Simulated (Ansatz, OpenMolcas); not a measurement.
## From Ansatz to OpenMolcas

This Ansatz 0.2.0 job computes BNH4 (BH2(NH2)):

molecule.yaml:
```yaml
crystal:
  periodic: [false, false, false]
  atoms:
    - {symbol: B, position_ang: [0.341950, 0.595150, 0.003650]}
    - {symbol: H, position_ang: [1.330110, 0.674300, 0.627440]}
    - {symbol: H, position_ang: [-0.078600, 1.496820, -0.614110]}
    - {symbol: N, position_ang: [-0.345390, -0.598720, -0.003870]}
    - {symbol: H, position_ang: [-1.199300, -0.750580, -0.515060]}
    - {symbol: H, position_ang: [-0.048780, -1.416960, 0.501960]}
basis:
  gaussian:
    orbitals: STO-3G
hamiltonian:
  xc: hf
accuracy: high
```

```bash
$ ansatz run molecule.yaml --threads 1 --pin off --max-ram 2610MiB --events-out events.jsonl --progress --plain --runs-dir runs
```

The coordinates come from a GFN2-xTB relaxation.

It gives a total energy of -80.465369 Eh.

Translate the job to OpenMolcas 26.06 as an input file of the program's own.

One way, which was run:

job.input:
```
&GATEWAY
  BasLib=$CurrDir
  BasisSet
  B.STO-3G....
  B1 0.341950 0.595150 0.003650 angstrom
  End of Basis
  BasisSet
  H.STO-3G....
  H2 1.330110 0.674300 0.627440 angstrom
  H3 -0.078600 1.496820 -0.614110 angstrom
  H5 -1.199300 -0.750580 -0.515060 angstrom
  H6 -0.048780 -1.416960 0.501960 angstrom
  End of Basis
  BasisSet
  N.STO-3G....
  N4 -0.345390 -0.598720 -0.003870 angstrom
  End of Basis

&SEWARD

&SCF
  Thresholds=1e-10 1e-07 1e-07 1e-05
  PrOrbitals=1 1
```

```bash
$ export MOLCAS_MEM=1860
$ pymolcas job.input > job.log
```

(Basis files named in the input come from the Basis Set Exchange and aren't shown.)

Its energy is -80.465369 Eh, 0.000 mEh from the first.
